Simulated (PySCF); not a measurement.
Compound: C₃H₁₁P₃.
Structure used (PBE0-D3(BJ)/def2-SVP), in Å, numbered top down from 1:
```xyz
17
C3H11P3 angstrom
C     -0.011    1.242   -1.106
P     -0.109   -0.489   -0.470
C     -1.479   -0.317    0.771
P     -3.201   -0.125    0.087
C      1.336   -0.459    0.705
P      2.966   -0.436   -0.208
H     -0.845    1.436   -1.796
H      0.926    1.358   -1.671
H     -0.029    1.991   -0.296
H     -1.491   -1.234    1.385
H     -1.298    0.524    1.464
H     -2.958    1.022   -0.730
H     -3.059   -1.033   -1.010
H      1.255   -1.342    1.357
H      1.295    0.442    1.342
H      3.797   -0.806    0.894
H      2.899   -1.769   -0.719
```

The closed-shell ground state was solved at several levels (PySCF, density fitting, gas phase, non-relativistic).

```
        level  basis functions  HOMO (eV)  LUMO (eV)  gap (eV)  dipole (D)
 KT2/pcSseg-1              178      -5.72      -0.70      5.02        1.16
PBE0/pcSseg-1              178      -6.77       0.30      7.07        1.25
```

Q: What might B3LYP/def2-SVPD (220 basis functions) give for the same quantities?

A: HOMO -6.52 eV, LUMO -0.03 eV, gap 6.49 eV, dipole 1.29 D.

Q: Over all these levels, which gives the widest orbital gap and which the narrowest?

A: PBE0/pcSseg-1 (global hybrid, 25 % exact exchange) has the widest, 7.07 eV, and KT2/pcSseg-1 (GGA) the narrowest, 5.02 eV. The two share the basis. From the narrowest to the widest the HOMO moves by -1.05 eV and the LUMO by +1.00 eV.

Q: How far do the dipole and the HOMO energy spread over the levels?

A: The dipole runs from 1.16 to 1.29 D (mean 1.23 D) and the HOMO from -6.77 to -5.72 eV.

One conformer stands for the species.
